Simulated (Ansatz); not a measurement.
**Which is lower?**

The two ends of one reaction step of CH₈BN, closed shell (PBE0-D4/def2-TZVP).

A:

```xyz
11
angstrom
B -1.2746 -0.9976 0.0167
C 1.3835 1.3307 -0.8150
H -0.7563 -1.7070 -0.7963
H -2.0050 -0.1028 -0.2973
H 1.2071 0.8882 0.1652
N -1.0251 -1.2214 1.3609
H 0.6337 0.9644 -1.5158
H 1.3141 2.4159 -0.7428
H 2.3767 1.0524 -1.1671
H -1.4290 -0.6666 2.0962
H -0.4251 -1.9563 1.6951
```

B:

```xyz
11
angstrom
B -0.5567 -0.1475 -0.4039
C 0.7329 0.6779 -0.8879
H -0.7085 -1.2195 -0.9611
H -1.5884 0.4988 -0.3755
H -0.1870 0.2732 1.7463
N -0.3067 -0.5570 1.1734
H 0.6161 0.9746 -1.9346
H 0.8955 1.6076 -0.3258
H 1.6668 0.1016 -0.8388
H -1.0932 -1.0838 1.5381
H 0.5292 -1.1260 1.2696
```

Ansatz 0.2.0; basis: def2-TZVPP; cores frozen in the correlated methods. B3LYP uses VWN-RPA correlation.

Q: Which structure is lower at CCSD(T), and by how much? (To be estimated.)

A: Computed: A, by 40.2 kJ/mol (electronic energy, against the other). By their contacts, A is a complex of BNH₄ ([BH2][NH2]) + CH₄ and B is CH₈BN ([CH3][BH2][NH3]).

All methods give the same order:

| method | E(B) − E(A) (kJ/mol) |
| --- | --- |
| SPW92 | 2.3 |
| PBE-D4 | 32.6 |
| BLYP-D4 | 55.6 |
| r2SCAN-D4 | 37.0 |
| B97M-V | 42.1 |
| PBE0-D4 | 30.1 |
| B3LYP-D4 | 51.9 |
| r2SCAN0-D4 | 34.2 |
| BHLYP-D4 | 51.4 |
| CAM-B3LYP-D4 | 47.8 |
| wB97X-V | 40.0 |
| wB97M-V | 41.0 |
| B2PLYP | 51.4 |
| PBE-QIDH | 30.5 |
| RPA on PBE | 44.9 |
| HF | 79.1 |
| MP2 | 37.0 |
| CCSD | 43.8 |
| CCSD(T) | 40.2 |

The T1 diagnostic stays at or below 0.011.

Labels in which every atom is bracketed show which atoms are joined, not bond orders.

For scale, one of the runs: CCSD(T)/def2-TZVPP, 205 basis functions, launched by `ansatz run in.yaml --threads 2 --pin off --events-out ev --progress --plain --max-ram 4352MiB`. Time: 51 s of wall clock on 2 CPU threads of an Arm Neoverse V1; the host was shared. Peak host memory: 2.8 GiB.
